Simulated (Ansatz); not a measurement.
in.yaml

```yaml
crystal:
  periodic: [false, false, false]
  atoms:
    - {symbol: B, position_ang: [0.000000, -1.357439, 0.902312]}
    - {symbol: P, position_ang: [0.000000, 0.364150, 1.429352]}
    - {symbol: Ga, position_ang: [0.000000, 0.044527, -0.742191]}
    - {symbol: H, position_ang: [0.000000, 0.289310, -2.261583]}
basis:
  gaussian: {orbitals: cc-pVDZ}
magnetization: {spin_polarized: true, initial_magnetization: 4}
correlation: {method: mp2, electrons: outside_noble_gas}
accuracy: high
output: {forces: true}
```

```sh
$ ansatz run in.yaml --threads 1 --pin off --events-out ev --progress --plain --max-ram 2393MiB
```

Output:

```
1387 factors; integrals over basis functions are off by at most 4.4e-9 eV
mean field evaluation 1: about -62285.5407 eV, gradient 9.4e0 eV
mean field evaluation 2: about -62285.6078 eV, gradient 9.4e0 eV
mean field evaluation 4: about -62287.2178 eV, gradient 2.6e0 eV
mean field evaluation 8: about -62287.5362 eV, gradient 5.2e-1 eV
mean field evaluation 16: about -62287.5694 eV, gradient 1.3e-8 eV
mean field evaluation 32: about -62287.5694 eV, gradient 5.3e-8 eV
mean field -62287.56943988 eV, -2289.0259568847 hartree, gradient 5.3e-8 eV, S^2 6.021155; 1 other end points of the search recorded, 0 dependent functions left out
20 core orbitals not correlated: weight in the atoms' cores, before any rotation towards them, 0.996 or more for the frozen orbitals, at most 0.005 for the correlated occupied ones
reference -62287.56943988 eV, -2289.0259568847 hartree; 8, 4 occupied and 36, 40 virtual orbitals, 1387 factors
second order -5.02943710 eV of doubles, -0.00000000 eV of singles
the calculation of the forces begins
Total energy: -62292.59887699 eV, -2289.2107852892 hartree
Atom 0 at     0.000000    -1.357439     0.902312 Å, force     0.000000    -4.504606    -1.672858 eV/Å
Atom 1 at     0.000000     0.364150     1.429352 Å, force    -0.000000     5.078886     3.509246 eV/Å
Atom 2 at     0.000000     0.044527    -0.742191 Å, force     0.000000    -0.707915    -1.637064 eV/Å
Atom 3 at     0.000000     0.289310    -2.261583 Å, force    -0.000000     0.133635    -0.199324 eV/Å
Dipole moment:     0.000000     0.367956    -0.450549 e Å
```

Forces (eV/Å):
```
B    0.000 -4.505 -1.673
P    0.000  5.079  3.509
Ga   0.000 -0.708 -1.637
H    0.000  0.134 -0.199
```

Ran on 1 thread of Arm Neoverse V1, shared host: 8.5 s wall, 0.21 GiB peak host memory.
